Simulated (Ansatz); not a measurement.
Geometry optimisation, Ansatz 0.2.0, UKS revPBE-D4/def2-SVP.

input.yaml

```yaml
crystal:
  periodic: [false, false, false]
  atoms:
    - { symbol: B, position_ang: [0.0, 0.0, -0.080295] }
    - { symbol: Cl, position_ang: [0.0, 1.0e-06, 1.738781] }
    - { symbol: H, position_ang: [1.078262, 0.0, -0.63625] }
    - { symbol: H, position_ang: [-1.078262, 0.0, -0.63625] }
    - { symbol: H, position_ang: [0.0, 0.0, 4.314013] }
magnetization:
  spin_polarized: true
  initial_magnetization: 1
basis:
  gaussian: { orbitals: def2-SVP }
hamiltonian:
  xc: revpbe
  dispersion: d4
relax:
  f_tol: 0.03
  max_steps: 50
output:
  orbitals: {}
```

Launched with:

```bash
$ ansatz run input.yaml --threads 1 --pin off --max-ram 2048MiB --backend cpu --events-out ev --progress --plain --runs-dir out
```

Question: Where does it end, and by what steps?

Answer: It converged. The force dipped under the threshold on the way, but the program's further checks kept it going. After 6 steps the energy has fallen by 0.087 eV; H5 moved furthest, 0.63 Å.

```json
{"step": "0", "energy less start (eV)": "0.0000", "largest force component (eV/Å)": "1.381", "accepted": "yes"}
{"step": "1", "energy less start (eV)": "-0.0388", "largest force component (eV/Å)": "0.821", "accepted": "yes"}
{"step": "2", "energy less start (eV)": "-0.0744", "largest force component (eV/Å)": "0.118", "accepted": "yes"}
{"step": "3", "energy less start (eV)": "-0.0820", "largest force component (eV/Å)": "0.039", "accepted": "yes"}
{"step": "4", "energy less start (eV)": "-0.0850", "largest force component (eV/Å)": "0.016", "accepted": "yes"}
{"step": "5", "energy less start (eV)": "-0.0866", "largest force component (eV/Å)": "0.007", "accepted": "yes"}
{"step": "6", "energy less start (eV)": "-0.0870", "largest force component (eV/Å)": "0.004", "accepted": "yes"}
```

```xyz
5
Properties=species:S:1:pos:R:3
B 0.000 0.000 -0.214
Cl 0.000 0.000 1.539
H 1.070 0.000 -0.784
H -1.070 0.000 -0.784
H 0.000 0.000 4.943
```

Whether the end is a true minimum wasn't checked by a vibrational analysis.

The run took 10 s on 1 thread of Arm Neoverse V1 (shared host), peak memory 0.094 GiB.
